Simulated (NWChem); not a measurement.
System: CH, doublet; SMILES [CH]

Here is an NWChem input.

```
start job
memory heap 200 mb stack 700 mb global 900 mb
geometry units angstroms noautosym nocenter noautoz
  C      0.000000     0.000000    -0.161964
  H      0.000000     0.000000     0.957360
end
basis spherical
  C library 6-31g*
  H library 6-31g*
end
dft
  odft
  mult 2
  xc xpbe96 cpbe96
  iterations 150
end
cosmo
  do_cosmo_smd true
  solvent water
end
task dft energy
```

The state is orbitally degenerate and is run as one real component. Geometry: optimised at PBE0/def2-SVP, spin-unrestricted. No stability test was run on the SCF state. Solvent: water.

Level: PBE/6-31G* with SMD (1 M gas to 1 M solution), gas-phase geometry. Reactions with the solvent are ignored.

**Question.** What results follow from this input? (PBE/6-31G* (spherical d), spin-unrestricted, SMD on the gas-phase geometry.) Quantities: solvation free energy (kcal/mol); cavity-dispersion-structure term (kcal/mol); dipole in solution (D).

**Answer.** 
| Quantity | Result |
|---|---|
| solvation free energy (kcal/mol) | 2.5 |
| cavity-dispersion-structure term (kcal/mol) | 6.1 |
| dipole in solution (D) | 1.79 |
